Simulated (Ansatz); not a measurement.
Relaxation of BH₄NO (7 atoms, charge 0, multiplicity 1), to a largest force component of 0.02 eV/Å in at most 40 steps.

Level of theory: Ansatz 0.2.0, RKS revPBE-D4/def2-SVP.

```xyz
7
Properties=species:S:1:pos:R:3:forces:R:3
B 0.000 0.000 0.000 1.31 -0.14 -2.43
H 0.000 0.000 1.190 -0.14 -0.13 0.92
N 1.342 0.000 -0.775 -1.03 0.40 0.58
H 1.809 -0.918 -1.027 -0.58 1.65 0.21
H 1.794 0.918 -1.053 -0.39 -1.66 0.30
O -1.221 0.000 -0.705 0.47 -1.72 0.34
H -1.731 -0.847 -0.496 0.35 1.60 0.09
```

**Question.** Where does it end, and by what steps?

**Answer.** It converged. After 9 steps the energy has fallen by 1.814 eV; H5 moved furthest, 0.85 Å.

| step | energy less start (eV) | largest force component (eV/Å) | accepted |
| --- | --- | --- | --- |
| 0 | 0.0000 | 2.428 | yes |
| 1 | -0.4192 | 2.439 | yes |
| 2 | -0.6969 | 2.426 | yes |
| 3 | -1.0276 | 1.594 | yes |
| 4 | -1.3477 | 1.498 | yes |
| 5 | -1.5842 | 1.213 | yes |
| 6 | -1.7900 | 0.362 | yes |
| 7 | -1.8128 | 0.131 | yes |
| 8 | -1.8135 | 0.020 | yes |
| 9 | -1.8136 | 0.004 | yes |

```xyz
7
Properties=species:S:1:pos:R:3
B 0.034 -0.037 -0.120
H -0.128 0.537 0.949
N 1.297 0.019 -0.751
H 1.490 -0.437 -1.643
H 2.089 0.522 -0.357
O -0.987 -0.743 -0.736
H -1.801 -0.708 -0.209
```

Whether the end is a true minimum wasn't checked by a vibrational analysis.

The run took 24 s on 1 thread of Arm Neoverse N1 (shared host), peak memory 0.12 GiB.
